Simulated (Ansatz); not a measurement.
# BH5OSi: small, medium and large basis sets

An exercise on one series of results from a longer session: the logs are not shown, and one member is left open.

Computed with Ansatz 0.2.0, Gaussian basis. Level: one geometry, several basis sets.

Plan: PBE0-D4/def2-SVP; ωB97M-V/def2-SVP; PBE0-D4/def2-QZVPP; ωB97M-V/def2-QZVPP; the functionals' def2-TZVPP values are taken from earlier runs.

1 further run of the same task is left out (it didn't finish).

## Structure used throughout

The geometry comes from an earlier relaxation with PBE0-D4 in a triple-zeta def2 set; it is a stationary point, not always the lowest conformer.

SMILES `BO[SiH3]`, 8 atoms, charge 0, spin multiplicity 1.

Atoms are counted from 1 here; the program's logs count them from 0.

Bond lengths: B1–O2 1.347 Å, B1–H4 1.204 Å, B1–H5 1.199 Å, O2–Si3 1.658 Å, Si3–H6 1.485 Å, Si3–H7 1.482 Å, Si3–H8 1.482 Å. Angles: O2–B1–H4 120.0°, O2–B1–H5 118.0°, H4–B1–H5 121.9°, B1–O2–Si3 132.3°, O2–Si3–H6 110.1°, O2–Si3–H7 107.9°, O2–Si3–H8 107.9°, H6–Si3–H7 110.4°, H6–Si3–H8 110.4°, H7–Si3–H8 110.0°.

The first run:

File in.yaml:

```yaml
crystal:
  periodic: [false, false, false]
  atoms:
    - {symbol: B, position_ang: [-0.369687, 0.803386, -1.288171]}
    - {symbol: O, position_ang: [0.437364, -0.035848, -0.611657]}
    - {symbol: Si, position_ang: [0.369563, -0.652062, 0.925937]}
    - {symbol: H, position_ang: [-1.356997, 1.246061, -0.759938]}
    - {symbol: H, position_ang: [-0.071709, 1.086387, -2.414060]}
    - {symbol: H, position_ang: [-0.831742, -0.136504, 1.630955]}
    - {symbol: H, position_ang: [1.602072, -0.239441, 1.637471]}
    - {symbol: H, position_ang: [0.313336, -2.129179, 0.823563]}
basis:
  gaussian: {orbitals: def2-SVP}
hamiltonian: {xc: pbe0, dispersion: d4}
output: {orbitals: {seedname: orbitals}}
```

Command:

```bash
$ ansatz run in.yaml --threads 4 --pin off --events-out ev --progress --plain --max-ram 10444MiB
```

Steps of the session up to this table: PBE0-D4 in def2-SVP; ωB97M-V in def2-SVP; PBE0-D4 in def2-QZVPP; ωB97M-V in def2-QZVPP.

One of the session's tables, all rows but one given; the rest of the session is left out.

It belongs to the step «Functionals by basis». 

| functional | basis | HOMO (eV) |
| --- | --- | --- |
| PBE0-D4 | def2-SVP | -8.42 |
| PBE0-D4 | def2-TZVPP | -8.49 |
| PBE0-D4 | def2-QZVPP | ? |
| ωB97M-V | def2-SVP | -10.73 |
| ωB97M-V | def2-TZVPP | -10.86 |
| ωB97M-V | def2-QZVPP | -10.87 |

Q: Estimate the row for PBE0-D4, def2-QZVPP from the others.

As computed: HOMO (eV): -8.50. In the column «HOMO (eV)» it lies between ωB97M-V, def2-SVP (-10.73) and PBE0-D4, def2-TZVPP (-8.49).
